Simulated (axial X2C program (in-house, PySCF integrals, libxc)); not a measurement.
# Correcting the dissociation energy of SiN⁺ for spin–orbit coupling

A spin-free PBE0 curve (one-electron X2C) was computed with an axial X2C code built on PySCF integrals, basis Si dyall-v3z [8s7p2d1f], N dyall-av3z [7s7p3d2f] (cores contracted in-house), for the state M_S = 1, Λ = 0 (beyond evenly filled blocks: π+α, π-α). It gives D0 = 2.621 eV to Si+ + N, which in a spin-free picture are the weighted means of the ground terms.

Measured levels of the ground terms (NIST Handbook of Basic Atomic Spectroscopic Data), in cm⁻¹: Si+ 2P: J = 1/2 at 0, J = 3/2 at 287.2; N 4S: J = 3/2 at 0.

The molecular state has Λ = 0, so it has no first-order lowering.

(1) How far does each ground level lie under the (2J+1)-weighted mean of its term?

(2) Correct D0.

Second-order spin–orbit effects in the molecule, which grow quickly with Z, are left out. The state is a single determinant with fixed occupations, the lowest that a limited PBE0 search found. De is counted from the lowest determinant-based energies of the atoms at the same level, without counterpoise correction. Other states lie close and PBE0, whose exact exchange favours high spin, may order them wrongly; the determinant shown need not be the ground state. The nearest other spin-free determinant of the search, M_S = 1, Λ = 1, lies 0.49 eV up at the distance of the search.

Results:

(1) Si+: (2 × 0 + 4 × 287.2)/6 = 191 cm⁻¹; N: a single level, 0.

(2) D0 = 2.621 + (0 − 191)/8065.5 = 2.597 eV at PBE0 with these spin–orbit terms.
